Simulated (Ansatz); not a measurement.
Isolated molecules relaxed with PBE0-D4/def2-TZVP in Ansatz; ΔE leaves out vibrations. CBS: MP2 limit from def2 TZ/QZ plus the TZ coupled-cluster correction, frozen cores. This one scheme is used for every species, atoms too. DFT in def2-TZVPP. Open shells (•) are unrestricted, without spin–orbit coupling. Spin–orbit coupling would lower the free atoms: a little for C, F.

`CCC(F)(F)F` → 3 C• + 3 F• + 5 H•  (atomization)

`CCC(F)(F)F`:

Cartesian coordinates in Å:
```
C 0.688 0.962 -0.570
C -0.350 0.365 0.362
C -0.408 -1.136 0.291
F -0.722 -1.570 -0.940
F -1.332 -1.630 1.128
F 0.763 -1.703 0.618
H 1.689 0.602 -0.328
H 0.690 2.049 -0.482
H 0.476 0.709 -1.610
H -0.143 0.622 1.404
H -1.352 0.730 0.128
```

CCSD(T)/CBS gives +4413.5 kJ/mol.

Problem. Another level gave +4548.7 kJ/mol. Which?
A. r2SCANh/def2-TZVPP
B. BHLYP/def2-TZVPP
C. PBE-D4/def2-TZVPP
D. revPBE-D4/def2-TZVPP

Solution. C. PBE-D4 4548.7, r2SCANh 4398.2, revPBE-D4 4411.1, BHLYP 4223.6 kJ/mol.

Largest T1 diagnostic among the species: 0.011.

At CCSD(T), def2-SVP lies −173.2 kJ/mol from the extrapolated value and def2-TZVPP −103.9 kJ/mol: correlation converges slowly with the basis, and small sets miss more of it in the bonded molecule than in its fragments. In def2-TZVPP, CCSD(T) changes the Hartree–Fock value by +1095.8 kJ/mol (the triples alone add +68.7 kJ/mol) and MP2 by +1208.8 kJ/mol; breaking electron pairs costs correlation energy, which Hartree–Fock lacks. From PBE to PBE0 (25 % exact exchange), in def2-TZVPP and without D4, ΔE moves by −104.0 kJ/mol: exact exchange takes away binding that semilocal exchange gives to molecules.

For atomizations the MP2-based limit and the directly extrapolated one differ by several kJ/mol either way, and by 10 to 25 for some Ge, Se and Sn compounds, so smaller differences from it don't rank the levels.
